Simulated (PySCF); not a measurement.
## Chlorine: a sound run and one with changed settings

Sound run: Cl [Ne] 3s2 3p5, Cl⁺ [Ne] 3s2 3p4. Calculation: PySCF 2.14, in 6-31G* (4s3p1d, 18 functions); no relativity, point nucleus. In the sound run the correlated levels freeze [Ne]. The sound run starts from symmetry-adapted Hartree-Fock orbitals and uses a fine grid where one is needed.

A second run was set up differently.

```csv
species,method,sound run (hartree),changed run (hartree),converged
Cl,MP2,-459.54926,-459.55510,yes
Cl,CCSD(T),-459.56747,-459.57265,yes
Cl⁺,MP2,-459.09745,-459.10312,yes
Cl⁺,CCSD(T),-459.11733,-459.12243,yes
```

Ionisation energy of Cl:

```
 method  sound run (eV)  changed run (eV)
    UHF          11.782            11.782
    MP2          12.294            12.299
SCS-MP2          12.276            12.281
   CCSD          12.239            12.240
CCSD(T)          12.249            12.251
```

Problem. What was changed?
A. minimal basis
B. a valence shell is frozen
C. all electrons correlated in a valence basis
D. basis contracted for another Hamiltonian

Solution. C. A valence basis has no tight correlating functions, so it recovers only part of the core correlation, and not evenly between atom and ion.
